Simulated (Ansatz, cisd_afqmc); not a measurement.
Species: CH3O, charge 0, doublet. CH3O (SMILES O[CH2], doublet).
B3LYP-D3(BJ)/def2-TZVP minimum from Ansatz (an electronic-structure program):
```xyz
5

C      0.6856     0.0200    -0.0430
O     -0.6711    -0.1179     0.0029
H     -1.0910     0.7448    -0.0816
H      1.1252     0.9802     0.1938
H      1.2214    -0.9012     0.1227
```
Charge 0, spin multiplicity 2.

Total energies in cc-pVDZ, 13 correlated electrons, 2 frozen orbitals. Open shells are spin-unrestricted; no spin-orbit coupling. Cores are frozen in correlated methods. No relativity. AFQMC is phaseless with a CISD trial state; ± is one standard error, without the phaseless bias. Outlying blocks are dropped, and bars are widened where a walk drifts. Over all cases where full CI ran beside it in this data, AFQMC minus full CI had a median of +0.1 mEh and passed +0.4 mEh in a tenth of the cases.

```csv
method,program,energy (Eh),minus CCSDT(Q) (mEh)
HF,Ansatz,-114.42376,341.44
MP2,Ansatz,-114.73302,32.17
CCSD,Ansatz,-114.75664,8.55
CCSD(T),Ansatz,-114.76395,1.24
CCSDT(Q),Ansatz,-114.76519,0.00
AFQMC/CISD,cisd_afqmc,-114.7650 ± 0.0001,0.2 ± 0.1
```

Rough core times of Ansatz's runs on a shared machine: CCSD(T) under 20 s, CCSDT(Q) 2 min.
